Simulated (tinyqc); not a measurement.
CIS on RHF in the sto-3g basis, for BH2+, spin multiplicity 1, step by step. Computed by tinyqc, a small Python program that keeps every step (integrals from PySCF). Settings: charge = 1, multiplicity = 1, basis = sto-3g, method = RHF, energy threshold = 1e-10, iteration cap = 79, orthogonalisation = symmetric, start = atomic densities, DIIS depth = 6. Command: `OMP_NUM_THREADS=1 python tinyqc.py 24544 24545 out.jsonl` (the two numbers bound the seeds that draw the settings). One thread of a shared host (Intel(R) Xeon(R) Processor @ 2.60GHz), about 0.1 s of CPU time with the checks. The early iterations of the SCF are left out here.

## One-electron integrals

Geometry (angstrom):
```
atom,x,y,z
B,0.00000,0.00000,0.00000
H,0.00000,1.17700,0.54500
H,0.00000,-1.17700,0.54500
```

Basis sto-3g: exponents (1/bohr^2) and contraction coefficients of normalised primitives:
```
element,l (shell),exponent,coefficient
B,s (1),48.79111,0.15433
B,s (1),8.88736,0.53533
B,s (1),2.40527,0.44463
B,s (2),2.23696,-0.09997
B,s (2),0.51982,0.39951
B,s (2),0.16906,0.70012
B,p (3),2.23696,0.15592
B,p (3),0.51982,0.60768
B,p (3),0.16906,0.39196
H,s (1),3.42525,0.15433
H,s (1),0.62391,0.53533
H,s (1),0.16886,0.44463
```

Overlap, kinetic and nuclear-attraction integrals over the contracted functions; the nuclear repulsion is the sum of Za Zb / Rab.

nuclear repulsion = 4.3046327 hartree

overlap S, lower triangle:
```
,1B 1s,1B 2s,1B 2px,1B 2py,1B 2pz,2H 1s,3H 1s
1B 1s,1.00000
1B 2s,0.26933,1.00000
1B 2px,0.00000,0.00000,1.00000
1B 2py,0.00000,0.00000,0.00000,1.00000
1B 2pz,0.00000,0.00000,0.00000,0.00000,1.00000
2H 1s,0.05214,0.42208,0.00000,0.40854,0.18917,1.00000
3H 1s,0.05214,0.42208,0.00000,-0.40854,0.18917,0.06479,1.00000
```

kinetic energy T (hartree), lower triangle:
```
,1B 1s,1B 2s,1B 2px,1B 2py,1B 2pz,2H 1s,3H 1s
1B 1s,10.82630
1B 2s,-0.04797,0.35917
1B 2px,0.00000,0.00000,1.12388
1B 2py,0.00000,0.00000,0.00000,1.12388
1B 2pz,0.00000,0.00000,0.00000,0.00000,1.12388
2H 1s,-0.01391,0.06401,0.00000,0.16259,0.07529,0.76003
3H 1s,-0.01391,0.06401,0.00000,-0.16259,0.07529,-0.01133,0.76003
```

nuclear attraction V (hartree), lower triangle:
```
,1B 1s,1B 2s,1B 2px,1B 2py,1B 2pz,2H 1s,3H 1s
1B 1s,-23.96335
1B 2s,-3.35912,-4.56855
1B 2px,0.00000,0.00000,-4.46924
1B 2py,0.00000,0.00000,0.00000,-4.63933
1B 2pz,-0.01314,-0.12006,0.00000,0.00000,-4.50571
2H 1s,-0.65367,-1.65973,0.00000,-1.51379,-0.72038,-3.47207
3H 1s,-0.65367,-1.65973,0.00000,1.51379,-0.72038,-0.25252,-3.47207
```

core Hamiltonian H = T + V (hartree), lower triangle:
```
,1B 1s,1B 2s,1B 2px,1B 2py,1B 2pz,2H 1s,3H 1s
1B 1s,-13.13705
1B 2s,-3.40709,-4.20938
1B 2px,0.00000,0.00000,-3.34536
1B 2py,0.00000,0.00000,0.00000,-3.51545
1B 2pz,-0.01314,-0.12006,0.00000,0.00000,-3.38183
2H 1s,-0.66757,-1.59573,0.00000,-1.35119,-0.64509,-2.71203
3H 1s,-0.66757,-1.59573,0.00000,1.35119,-0.64509,-0.26385,-2.71203
```

## Two-electron integrals

Functions are numbered as in S; the eight-fold symmetry (ij|kl) = (ji|kl) = (kl|ij) leaves the list below.

Two-electron integrals (ij|kl) in chemists' order, unique and non-zero (hartree):
```
i,j,k,l,(ij|kl)
1,1,1,1,2.92351
2,1,1,1,0.51838
2,1,2,1,0.10926
2,2,1,1,0.74423
2,2,2,1,0.19318
2,2,2,2,0.54480
3,1,3,1,0.02026
3,2,3,1,0.03000
3,2,3,2,0.12035
3,3,1,1,0.74249
3,3,2,1,0.19324
3,3,2,2,0.54468
3,3,3,3,0.58677
4,1,4,1,0.02026
4,2,4,1,0.03000
4,2,4,2,0.12035
4,3,4,3,0.03163
4,4,1,1,0.74249
4,4,2,1,0.19324
4,4,2,2,0.54468
4,4,3,3,0.52351
4,4,4,4,0.58677
5,1,5,1,0.02026
5,2,5,1,0.03000
5,2,5,2,0.12035
5,3,5,3,0.03163
5,4,5,4,0.03163
5,5,1,1,0.74249
5,5,2,1,0.19324
5,5,2,2,0.54468
5,5,3,3,0.52351
5,5,4,4,0.52351
5,5,5,5,0.58677
6,1,1,1,0.09992
6,1,2,1,0.02099
6,1,2,2,0.03727
6,1,3,3,0.03709
6,1,4,1,0.00137
6,1,4,2,0.00254
6,1,4,4,0.03755
6,1,5,1,0.00064
6,1,5,2,0.00118
6,1,5,4,0.00021
6,1,5,5,0.03719
6,1,6,1,0.00416
6,2,1,1,0.24334
6,2,2,1,0.06416
6,2,2,2,0.19933
6,2,3,3,0.19361
6,2,4,1,0.00641
6,2,4,2,0.03919
6,2,4,4,0.20759
6,2,5,1,0.00297
6,2,5,2,0.01815
6,2,5,4,0.00647
6,2,5,5,0.19661
6,2,6,1,0.01317
6,2,6,2,0.10093
6,3,3,1,0.00639
6,3,3,2,0.02994
6,3,4,3,0.00730
6,3,5,3,0.00338
6,3,6,3,0.01106
6,4,1,1,0.20753
6,4,2,1,0.05544
6,4,2,2,0.18178
6,4,3,3,0.17212
6,4,4,1,0.01117
6,4,4,2,0.06257
6,4,4,4,0.19839
6,4,5,1,0.00221
6,4,5,2,0.01511
6,4,5,4,0.00878
6,4,5,5,0.17462
6,4,6,1,0.01193
6,4,6,2,0.10775
6,4,6,4,0.12374
6,5,1,1,0.09610
6,5,2,1,0.02567
6,5,2,2,0.08417
6,5,3,3,0.07970
6,5,4,1,0.00221
6,5,4,2,0.01511
6,5,4,4,0.08510
6,5,5,1,0.00742
6,5,5,2,0.03694
6,5,5,4,0.00980
6,5,5,5,0.08762
6,5,6,1,0.00552
6,5,6,2,0.04989
6,5,6,4,0.05218
6,5,6,5,0.03522
6,6,1,1,0.40372
6,6,2,1,0.10842
6,6,2,2,0.38123
6,6,3,3,0.35863
6,6,4,1,0.01307
6,6,4,2,0.10624
6,6,4,4,0.41410
6,6,5,1,0.00605
6,6,5,2,0.04919
6,6,5,4,0.02568
6,6,5,5,0.37052
6,6,6,1,0.02267
6,6,6,2,0.24744
6,6,6,4,0.28694
6,6,6,5,0.13287
6,6,6,6,0.77461
7,1,1,1,0.09992
7,1,2,1,0.02099
7,1,2,2,0.03727
7,1,3,3,0.03709
7,1,4,1,-0.00137
7,1,4,2,-0.00254
7,1,4,4,0.03755
7,1,5,1,0.00064
7,1,5,2,0.00118
7,1,5,4,-0.00021
7,1,5,5,0.03719
7,1,6,1,0.00396
7,1,6,2,0.01195
7,1,6,4,0.00986
7,1,6,5,0.00502
7,1,6,6,0.02004
7,1,7,1,0.00416
7,2,1,1,0.24334
7,2,2,1,0.06416
7,2,2,2,0.19933
7,2,3,3,0.19361
7,2,4,1,-0.00641
7,2,4,2,-0.03919
7,2,4,4,0.20759
7,2,5,1,0.00297
7,2,5,2,0.01815
7,2,5,4,-0.00647
7,2,5,5,0.19661
7,2,6,1,0.01195
7,2,6,2,0.06447
7,2,6,4,0.05148
7,2,6,5,0.03109
7,2,6,6,0.11924
7,2,7,1,0.01317
7,2,7,2,0.10093
7,3,3,1,0.00639
7,3,3,2,0.02994
7,3,4,3,-0.00730
7,3,5,3,0.00338
7,3,6,3,0.00633
7,3,7,3,0.01106
7,4,1,1,-0.20753
7,4,2,1,-0.05544
7,4,2,2,-0.18178
7,4,3,3,-0.17212
7,4,4,1,0.01117
7,4,4,2,0.06257
7,4,4,4,-0.19839
7,4,5,1,-0.00221
7,4,5,2,-0.01511
7,4,5,4,0.00878
7,4,5,5,-0.17462
7,4,6,1,-0.00986
7,4,6,2,-0.05148
7,4,6,4,-0.03620
7,4,6,5,-0.02441
7,4,6,6,-0.09138
7,4,7,1,-0.01193
7,4,7,2,-0.10775
7,4,7,4,0.12374
7,5,1,1,0.09610
7,5,2,1,0.02567
7,5,2,2,0.08417
7,5,3,3,0.07970
7,5,4,1,-0.00221
7,5,4,2,-0.01511
7,5,4,4,0.08510
7,5,5,1,0.00742
7,5,5,2,0.03694
7,5,5,4,-0.00980
7,5,5,5,0.08762
7,5,6,1,0.00502
7,5,6,2,0.03109
7,5,6,4,0.02441
7,5,6,5,0.02099
7,5,6,6,0.06000
7,5,7,1,0.00552
7,5,7,2,0.04989
7,5,7,4,-0.05218
7,5,7,5,0.03522
7,6,1,1,0.03750
7,6,2,1,0.00986
7,6,2,2,0.03060
7,6,3,3,0.02981
7,6,4,4,0.03095
7,6,5,1,0.00080
7,6,5,2,0.00484
7,6,5,5,0.03101
7,6,6,1,0.00194
7,6,6,2,0.01277
7,6,6,4,0.01196
7,6,6,5,0.00691
7,6,6,6,0.02768
7,6,7,1,0.00194
7,6,7,2,0.01277
7,6,7,4,-0.01196
7,6,7,5,0.00691
7,6,7,6,0.00206
7,7,1,1,0.40372
7,7,2,1,0.10842
7,7,2,2,0.38123
7,7,3,3,0.35863
7,7,4,1,-0.01307
7,7,4,2,-0.10624
7,7,4,4,0.41410
7,7,5,1,0.00605
7,7,5,2,0.04919
7,7,5,4,-0.02568
7,7,5,5,0.37052
7,7,6,1,0.02004
7,7,6,2,0.11924
7,7,6,4,0.09138
7,7,6,5,0.06000
7,7,6,6,0.22461
7,7,7,1,0.02267
7,7,7,2,0.24744
7,7,7,4,-0.28694
7,7,7,5,0.13287
7,7,7,6,0.02768
7,7,7,7,0.77461
```

## Orthogonalisation

S = U s U^T; symmetric (Loewdin) form X = U s^(-1/2) U^T, so that X^T S X = 1.

eigenvalues of S: 0.35023  0.38894  0.87464  1.00000  1.08436  1.54628  1.75556

X, lower triangle:
```
,1B 1s,1B 2s,1B 2px,1B 2py,1B 2pz,2H 1s,3H 1s
1B 1s,1.03160
1B 2s,-0.16295,1.22392
1B 2px,0.00000,0.00000,1.00000
1B 2py,0.00000,0.00000,0.00000,1.18146
1B 2pz,-0.00945,0.08503,0.00000,0.00000,1.03705
2H 1s,0.02619,-0.28472,0.00000,-0.28215,-0.12459,1.20385
3H 1s,0.02619,-0.28472,0.00000,0.28215,-0.12459,-0.02236,1.20385
```

## Iteration 8 (converged): orbitals

converged F (hartree), lower triangle:
```
,1B 1s,1B 2s,1B 2px,1B 2py,1B 2pz,2H 1s,3H 1s
1B 1s,-7.92903
1B 2s,-2.30272,-1.43043
1B 2px,0.00000,0.00000,-0.16339
1B 2py,0.00000,0.00000,0.00000,-0.61431
1B 2pz,0.00886,-0.09973,0.00000,0.00000,-0.20886
2H 1s,-0.45596,-0.66065,0.00000,-0.49068,-0.18683,-0.64930
3H 1s,-0.45596,-0.66065,0.00000,0.49068,-0.18683,-0.11060,-0.64930
```

Diagonalise F' = X^T F X, C = X C', fill 3 alpha and 3 beta electrons from the bottom; D = 2 C_occ C_occ^T. Each column has its largest component positive (the first on a tie).

F' = X^T F X (hartree), lower triangle:
```
,1,2,3,4,5,6,7
1,-7.74126
2,-1.16936,-0.72618
3,0.00000,0.00000,-0.16339
4,0.00000,0.00000,0.00000,-0.28898
5,0.00207,0.02312,0.00000,0.00000,-0.15092
6,-0.03761,-0.37257,0.00000,-0.39783,-0.14502,-0.27092
7,-0.03761,-0.37257,0.00000,0.39783,-0.14502,-0.04218,-0.27092
```

orbital energies (hartree): MO1 -7.93352, MO2 -0.96300, MO3 -0.82228, MO4 -0.22650, MO5 -0.16339, MO6 0.19158, MO7 0.30456

coefficients C:
```
,MO1,MO2,MO3,MO4,MO5,MO6,MO7
1B 1s,0.99227,-0.23699,0.00000,0.12715,0.00000,-0.18782,0.00000
1B 2s,0.02948,0.68939,0.00000,-0.52759,0.00000,0.96924,0.00000
1B 2px,0.00000,0.00000,0.00000,0.00000,1.00000,0.00000,0.00000
1B 2py,0.00000,0.00000,0.58295,0.00000,0.00000,0.00000,1.10237
1B 2pz,0.00095,0.09765,0.00000,0.82399,0.00000,0.65218,0.00000
2H 1s,-0.00501,0.29954,0.39172,0.23712,0.00000,-0.80576,-0.82338
3H 1s,-0.00501,0.29954,-0.39172,0.23712,0.00000,-0.80576,0.82338
```

D after iteration 8, lower triangle:
```
,1B 1s,1B 2s,1B 2px,1B 2py,1B 2pz,2H 1s,3H 1s
1B 1s,2.08154
1B 2s,-0.26824,0.95225
1B 2px,0.00000,0.00000,0.00000
1B 2py,0.00000,0.00000,0.00000,0.67967
1B 2pz,-0.04441,0.13469,0.00000,0.00000,0.01907
2H 1s,-0.15192,0.41271,0.00000,0.45671,0.05849,0.48639
3H 1s,-0.15192,0.41271,0.00000,-0.45671,0.05849,-0.12738,0.48639
```

## Convergence

Stop when the energy changes by less than 1e-10 hartree and every element of the error matrix X^T (F D S - S D F) X is below 3e-06.

Course of the cycle:
```
iteration,E (hartree),change,largest element of the error matrix
1,-22.6025704,-,4.17e-01
2,-25.1175502,-2.51e+00,5.93e-02
3,-25.1278805,-1.03e-02,1.85e-02
4,-25.1290312,-1.15e-03,2.69e-03
5,-25.1290544,-2.32e-05,4.41e-04
6,-25.1290548,-3.86e-07,9.29e-06
7,-25.1290548,-1.06e-10,1.39e-07
8,-25.1290548,-3.91e-14,6.07e-09
```

PySCF RHF in the same basis = -25.1290548 hartree

Converged in 8 iterations.

## Integrals over molecular orbitals

(pq|rs) = sum C_ip C_jq C_kr C_ls (ij|kl), one index at a time.

one-electron integrals over orbitals h = C^T H C (hartree), lower triangle:
```
,1,2,3,4,5,6,7
1,-13.12381
2,0.28847,-3.41090
3,0.00000,0.00000,-3.18017
4,-0.16928,0.10628,0.00000,-3.24225
5,0.00000,0.00000,0.00000,0.00000,-3.34536
6,0.19589,-0.49968,0.00000,-0.26195,0.00000,-2.69177
7,0.00000,0.00000,-0.54972,0.00000,0.00000,0.00000,-2.68580
```

Two-electron integrals over orbitals (pq|rs), unique and non-zero (hartree):
```
p,q,r,s,(pq|rs)
1,1,1,1,2.89139
2,1,1,1,-0.25812
2,1,2,1,0.03664
2,2,1,1,0.61811
2,2,2,1,-0.00842
2,2,2,2,0.46866
3,1,3,1,0.00883
3,2,3,1,0.01475
3,2,3,2,0.14160
3,3,1,1,0.55406
3,3,2,1,-0.00359
3,3,2,2,0.46063
3,3,3,3,0.47894
4,1,1,1,0.13699
4,1,2,1,-0.01727
4,1,2,2,0.01227
4,1,3,3,0.00594
4,1,4,1,0.02564
4,2,1,1,-0.07495
4,2,2,1,0.00624
4,2,2,2,0.01806
4,2,3,3,0.01634
4,2,4,1,0.01393
4,2,4,2,0.07118
4,3,3,1,-0.00212
4,3,3,2,0.02439
4,3,4,3,0.03101
4,4,1,1,0.70348
4,4,2,1,-0.01178
4,4,2,2,0.44274
4,4,3,3,0.42557
4,4,4,1,-0.01081
4,4,4,2,-0.07308
4,4,4,4,0.57544
5,1,5,1,0.02167
5,2,5,1,0.02208
5,2,5,2,0.07527
5,3,5,3,0.01887
5,4,5,1,-0.01137
5,4,5,2,-0.03107
5,4,5,4,0.04166
5,5,1,1,0.74201
5,5,2,1,-0.00963
5,5,2,2,0.47084
5,5,3,3,0.43604
5,5,4,1,0.00476
5,5,4,2,-0.03828
5,5,4,4,0.50669
5,5,5,5,0.58677
6,1,1,1,-0.19637
6,1,2,1,0.02977
6,1,2,2,-0.00191
6,1,3,3,-0.00066
6,1,4,1,-0.00423
6,1,4,2,0.01360
6,1,4,4,-0.01661
6,1,5,5,-0.00553
6,1,6,1,0.02977
6,2,1,1,0.19538
6,2,2,1,-0.00649
6,2,2,2,0.04919
6,2,3,3,0.01088
6,2,4,1,0.01310
6,2,4,2,-0.00334
6,2,4,4,0.05845
6,2,5,5,0.09933
6,2,6,1,0.00090
6,2,6,2,0.08738
6,3,3,1,0.00088
6,3,3,2,-0.06774
6,3,4,3,-0.02657
6,3,6,3,0.07679
6,4,1,1,0.08676
6,4,2,1,1.86e-05
6,4,2,2,0.02448
6,4,3,3,0.00267
6,4,4,1,0.00551
6,4,4,2,-0.00059
6,4,4,4,0.04090
6,4,5,5,0.04112
6,4,6,1,0.00350
6,4,6,2,0.04868
6,4,6,4,0.03411
6,5,5,1,0.01655
6,5,5,2,0.05079
6,5,5,4,-0.01110
6,5,6,5,0.04210
6,6,1,1,0.60009
6,6,2,1,-0.00688
6,6,2,2,0.47239
6,6,3,3,0.46616
6,6,4,1,0.02113
6,6,4,2,0.05498
6,6,4,4,0.40874
6,6,5,5,0.44468
6,6,6,1,0.00496
6,6,6,2,0.03274
6,6,6,4,0.01799
6,6,6,6,0.52226
7,1,3,1,0.01354
7,1,3,2,0.02022
7,1,4,3,-0.00367
7,1,6,3,0.00147
7,1,7,1,0.02088
7,2,3,1,0.00790
7,2,3,2,-0.01460
7,2,4,3,-0.03104
7,2,6,3,0.05057
7,2,7,1,0.01155
7,2,7,2,0.05385
7,3,1,1,0.22061
7,3,2,1,-0.00618
7,3,2,2,0.04140
7,3,3,3,0.02463
7,3,4,1,-0.00065
7,3,4,2,-0.05193
7,3,4,4,0.10147
7,3,5,5,0.10773
7,3,6,1,-0.00631
7,3,6,2,0.07086
7,3,6,4,0.03839
7,3,6,6,-0.00580
7,3,7,3,0.10858
7,4,3,1,-0.00844
7,4,3,2,-0.06856
7,4,4,3,0.00360
7,4,6,3,0.04006
7,4,7,1,-0.01237
7,4,7,2,0.00402
7,4,7,4,0.05388
7,5,5,3,0.01657
7,5,7,5,0.01836
7,6,3,1,0.00979
7,6,3,2,0.11727
7,6,4,3,0.03727
7,6,6,3,-0.08119
7,6,7,1,0.01350
7,6,7,2,-0.04170
7,6,7,4,-0.05646
7,6,7,6,0.12570
7,7,1,1,0.64488
7,7,2,1,-0.00895
7,7,2,2,0.46223
7,7,3,3,0.47973
7,7,4,1,0.00398
7,7,4,2,-0.00120
7,7,4,4,0.45831
7,7,5,5,0.45710
7,7,6,1,-0.00665
7,7,6,2,0.01150
7,7,6,4,0.00111
7,7,6,6,0.47583
7,7,7,3,0.03511
7,7,7,7,0.50857
```

## CIS matrix, singlets

A(ia,jb) = (e_a - e_i) d_ij d_ab + 2 (ia|jb) - (ij|ab).

CIS matrix A, singlet (hartree), lower triangle:
```
,1>4,1>5,1>6,1>7,2>4,2>5,2>6,2>7,3>4,3>5,3>6,3>7
1>4,7.05482
1>5,0.00000,7.07146
1>6,-0.09522,0.00000,7.58454
1>7,0.00000,0.00000,0.00000,7.63497
2>4,0.03964,0.00000,0.02718,0.00000,0.43611
2>5,0.00000,0.05378,0.00000,0.00000,0.00000,0.47931
2>6,0.02617,0.00000,0.00867,0.00000,-0.03117,0.00000,0.85695
2>7,0.00000,0.00000,0.00000,0.03204,0.00000,0.00000,0.00000,0.91304
3>4,0.00000,0.00000,0.00000,0.00109,0.00000,0.00000,0.00000,0.00648,0.23222
3>5,0.00000,0.00000,0.00000,0.00000,0.00000,0.00000,0.00000,0.00000,0.00000,0.26058
3>6,0.00000,0.00000,0.00000,-0.00685,0.00000,0.00000,0.00000,-0.01612,-0.05580,0.00000,0.70128
3>7,0.00714,0.00000,-0.02242,0.00000,-0.03531,0.00000,0.02446,0.00000,0.00000,0.00000,0.00000,0.86427
```

## CIS singlet states

dipole integrals <i|r|a> (bohr):
```
,x,y,z
1>4,0.00000,0.00000,0.10056
1>5,0.11844,0.00000,0.00000
1>6,0.00000,0.00000,0.06482
1>7,0.00000,0.10247,0.00000
2>4,0.00000,0.00000,0.86554
2>5,0.82961,0.00000,0.00000
2>6,0.00000,0.00000,-0.05436
2>7,0.00000,-0.49730,0.00000
3>4,0.00000,0.27606,0.00000
3>5,0.00000,0.00000,0.00000
3>6,0.00000,-1.10974,0.00000
3>7,0.00000,0.00000,-0.64343
```

Diagonalise A (1 hartree = 27.211386 eV); each vector has its largest component positive (the first on a tie). The transition dipole is mu = sqrt2 sum c_ia <i|r|a>.

singlet excitation energies (eV): 6.14012  7.09080  11.72446  13.03063  19.22386  22.74260  24.22186  24.87860  191.53102  192.43609  206.84131  207.76235

lowest vectors:
```
,state 1,state 2,state 3,state 4,state 5,state 6
1>4,0.00000,0.00000,-0.00636,0.00000,0.00000,-0.00247
1>5,0.00000,0.00000,0.00000,-0.00816,0.00000,0.00000
1>6,0.00000,0.00000,-0.00371,0.00000,0.00000,-0.00317
1>7,-0.00001,0.00000,0.00000,0.00000,0.00062,0.00000
2>4,0.00000,0.00000,0.99462,0.00000,0.00000,-0.00175
2>5,0.00000,0.00000,0.00000,0.99997,0.00000,0.00000
2>6,0.00000,0.00000,0.06880,0.00000,0.00000,0.75683
2>7,-0.00663,0.00000,0.00000,0.00000,0.08079,0.00000
3>4,0.99319,0.00000,0.00000,0.00000,-0.11538,0.00000
3>5,0.00000,1.00000,0.00000,0.00000,0.00000,0.00000
3>6,0.11629,0.00000,0.00000,0.00000,0.99003,0.00000
3>7,0.00000,0.00000,0.07705,0.00000,0.00000,-0.65360
```

oscillator strengths 2/3 w |mu|^2: 0.00663  0.00000  0.37384  0.43839  1.29085  0.15875

## CIS matrix, triplets

A(ia,jb) = (e_a - e_i) d_ij d_ab - (ij|ab).

CIS matrix A, triplet (hartree), lower triangle:
```
,1>4,1>5,1>6,1>7,2>4,2>5,2>6,2>7,3>4,3>5,3>6,3>7
1>4,7.00354
1>5,0.00000,7.02812
1>6,-0.08676,0.00000,7.52501
1>7,0.00000,0.00000,0.00000,7.59320
2>4,0.01178,0.00000,-0.00002,0.00000,0.29376
2>5,0.00000,0.00963,0.00000,0.00000,0.00000,0.32877
2>6,-0.00002,0.00000,0.00688,0.00000,-0.02448,0.00000,0.68219
2>7,0.00000,0.00000,0.00000,0.00895,0.00000,0.00000,0.00000,0.80533
3>4,0.00000,0.00000,0.00000,0.00844,0.00000,0.00000,0.00000,0.06856,0.17021
3>5,0.00000,0.00000,0.00000,0.00000,0.00000,0.00000,0.00000,0.00000,0.00000,0.22285
3>6,0.00000,0.00000,0.00000,-0.00979,0.00000,0.00000,0.00000,-0.11727,-0.00267,0.00000,0.54769
3>7,0.00844,0.00000,-0.00979,0.00000,0.06856,0.00000,-0.11727,0.00000,0.00000,0.00000,0.00000,0.64711
```

## CIS triplet states

Diagonalise A (1 hartree = 27.211386 eV); each vector has its largest component positive (the first on a tie).

triplet excitation energies (eV): 4.42511  6.06403  7.64337  8.94588  13.70749  14.98752  21.53310  23.31572  190.19442  191.24532  205.14904  206.62240

lowest vectors:
```
,state 1,state 2,state 3,state 4,state 5,state 6
1>4,0.00000,0.00000,-0.00150,0.00000,0.00000,-0.00118
1>5,0.00000,0.00000,0.00000,-0.00144,0.00000,0.00000
1>6,0.00000,0.00000,-0.00027,0.00000,0.00000,0.00034
1>7,-0.00103,0.00000,0.00000,0.00000,0.00077,0.00000
2>4,0.00000,0.00000,0.98330,0.00000,0.00000,0.12988
2>5,0.00000,0.00000,0.00000,1.00000,0.00000,0.00000
2>6,0.00000,0.00000,0.00685,0.00000,0.00000,0.67354
2>7,-0.11087,0.00000,0.00000,0.00000,0.34890,0.00000
3>4,0.99347,0.00000,0.00000,0.00000,0.06426,0.00000
3>5,0.00000,1.00000,0.00000,0.00000,0.00000,0.00000
3>6,-0.02691,0.00000,0.00000,0.00000,0.93495,0.00000
3>7,0.00000,0.00000,-0.18185,0.00000,0.00000,0.72765
```
